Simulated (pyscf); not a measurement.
Elimination: orthosilicic acid (HO–Si(OH)(OH)–OH) → water (H₂O) + O=Si(OH)–OH

Gas phase, singlet surface, charge 0. Bonds broken: O1–Si2, O3–H7. Bonds formed: O1–H7. Single points on ωB97X-D3(BJ)/def2-SVP structures (PySCF, gas phase).

Transition state (Å):

```xyz
9

O     -1.2070    -1.0853     1.0183
Si     0.1767    -0.0044     0.3094
O      0.9308    -1.3622     0.0971
O      0.5956     1.1280     1.4259
O     -0.5942     0.8117    -0.8904
H     -1.9847    -1.1521     0.4443
H     -0.4124    -1.7452     0.6672
H      1.2246     0.8345     2.0944
H     -0.6430     1.7683    -0.7908
```

One imaginary mode, 713i cm⁻¹; descent along it reached the two sides named, in the forms told below.

```
bond    change  reactant side (Å)  saddle  product side
------  ------  -----------------  ------  ------------
O1–Si2  breaks              1.652   1.894         1.971
O3–H7   breaks              0.962   1.509         2.279
O1–H7    forms                2.7   1.091         0.978
```

Electronic energies relative to the reactant's lowest minimum found (kcal/mol):

```json
[
 {"level": "ωB97X-D3(BJ)/def2-TZVP", "barrier": "52.3", "reaction energy": "+71.1", "reverse barrier": "-18.8"},
 {"level": "PBE/def2-TZVP", "barrier": "45.1", "reaction energy": "+62.9", "reverse barrier": "-17.8"},
 {"level": "r²SCAN/def2-TZVP", "barrier": "49.6", "reaction energy": "+69.6", "reverse barrier": "-20.0"},
 {"level": "B3LYP-D3(BJ)/def2-TZVP", "barrier": "50.8", "reaction energy": "+67.5", "reverse barrier": "-16.7"},
 {"level": "PBE0-D3(BJ)/def2-TZVP", "barrier": "50.2", "reaction energy": "+70.5", "reverse barrier": "-20.2"},
 {"level": "M06-2X/def2-TZVP", "barrier": "53.4", "reaction energy": "+74.6", "reverse barrier": "-21.2"},
 {"level": "ωB97M-D3(BJ)/def2-TZVP", "barrier": "51.3", "reaction energy": "+69.7", "reverse barrier": "-18.4"},
 {"level": "HF/def2-TZVP", "barrier": "65.2", "reaction energy": "+75.7", "reverse barrier": "-10.5"}
]
```

With ωB97M-D3(BJ)/def2-TZVP energies and thermal terms (ideal gas, 1 atm, RRHO with modes under 100 cm⁻¹ raised to 100, one conformer, R ln 2 for chiral ones without a mode under 150 cm⁻¹), in kcal/mol:

```
T (K)   ΔH‡   ΔG‡     ΔH     ΔG
-----  ----  ----  -----  -----
298    49.4  49.6  +68.5  +58.2
600    48.5  50.1  +67.6  +48.1
900    47.8  51.0  +66.4  +38.7
1200   47.3  52.1  +65.1  +29.6
```

On the product side the descent ends in an adduct with a O–Si contact, 21.6 kcal/mol under the separated species and 2.8 kcal/mol under the saddle at ωB97X-D3(BJ)/def2-TZVP. At ωB97X-D3(BJ), PBE, r²SCAN, B3LYP-D3(BJ), PBE0-D3(BJ), M06-2X, ωB97M-D3(BJ), HF the saddle lies under the separated products, which points to a path from their complex (located at ωB97X-D3(BJ) alone), and parting the products costs more than the saddle. What is counted as broken (O–Si) persists as a longer contact in the product adduct; parting that adduct is a step of its own. One saddle was located; it need not be the lowest between these sides.
